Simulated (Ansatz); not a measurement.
PH$_{4}$, doublet along the distance P1-H2

Starting geometry (PBE0/def2-TZVP stationary point for this spin, not checked as a minimum):

| atom | x (Å) | y (Å) | z (Å) |
| --- | --- | --- | --- |
| P | 0.0456 | 0.0000 | 0.0000 |
| H | 0.1616 | 0.0000 | -1.5147 |
| H | -0.8626 | 1.0782 | 0.0000 |
| H | -0.8626 | -1.0782 | 0.0000 |
| H | 0.1616 | 0.0000 | 1.5147 |

From there H2 moves along the line of the two atoms named below, all else staying in place; atoms are numbered as listed. Energies are in kJ/mol, counted from the starting geometry at the same level. Kohn–Sham curves are unrestricted where that lies lower.

Basis cc-pVDZ; Ansatz 0.2.0. Correlated methods freeze the noble-gas cores. Prefix R: restricted or restricted open-shell reference.

In so small a basis the reference is far from its limit while semilocal and hybrid functionals are nearer theirs (RPA and double hybrids share part of the reference's basis error), so the functionals' errors here hold much of the reference's basis and frozen-core error, which can add to them or hide them.

Full CI isn't at hand for all of this; RCCSDTQ serves as the reference, and is uncertain by the last step of the cluster series or more.

```json
{"distance P1-H2 (Å)": "1.373", "RCCSDTQ": "20.1", "PBE": "23.6", "r2SCAN": "21.3", "PBE0": "20.6", "B3LYP": "21.5", "wB97M-V": "19.7", "B2PLYP": "20.0", "PBE-QIDH": "18.0", "RPA-PBE": "21.3"}
{"distance P1-H2 (Å)": "1.519", "RCCSDTQ": "0.0", "PBE": "0.0", "r2SCAN": "0.0", "PBE0": "0.0", "B3LYP": "0.0", "wB97M-V": "0.0", "B2PLYP": "0.0", "PBE-QIDH": "0.0", "RPA-PBE": "0.0"}
{"distance P1-H2 (Å)": "1.690", "RCCSDTQ": "4.6", "PBE": "1.9", "r2SCAN": "3.5", "PBE0": "4.8", "B3LYP": "2.9", "wB97M-V": "4.9", "B2PLYP": "4.6", "PBE-QIDH": "7.3", "RPA-PBE": "4.1"}
{"distance P1-H2 (Å)": "2.054", "RCCSDTQ": "26.2", "PBE": "27.6", "r2SCAN": "27.4", "PBE0": "32.0", "B3LYP": "26.8", "wB97M-V": "30.4", "B2PLYP": "27.7", "PBE-QIDH": "32.8", "RPA-PBE": "28.2"}
{"distance P1-H2 (Å)": "2.864", "RCCSDTQ": "25.0", "PBE": "46.5", "r2SCAN": "49.1", "PBE0": "45.5", "B3LYP": "43.5", "wB97M-V": "39.0", "B2PLYP": "35.4", "PBE-QIDH": "35.9", "RPA-PBE": "28.1"}
{"distance P1-H2 (Å)": "4.046", "RCCSDTQ": "21.9", "PBE": "47.4", "r2SCAN": "54.6", "PBE0": "45.6", "B3LYP": "45.5", "wB97M-V": "36.3", "B2PLYP": "35.2", "PBE-QIDH": "34.4", "RPA-PBE": "23.2"}
```

(1) Judged by the spread of the error over the points with a reference (largest less smallest), which of these follows RCCSDTQ best and which worst?

## Answers

(1) Subtracting the RCCSDTQ column from each: best RPA-PBE (errors from -0.5 to 3.1, spread 3.6 kJ/mol), worst r2SCAN (from -1.1 to 32.7, spread 33.8 kJ/mol). Functionals and wave-function methods converge differently with the basis, so part of this is basis effect.
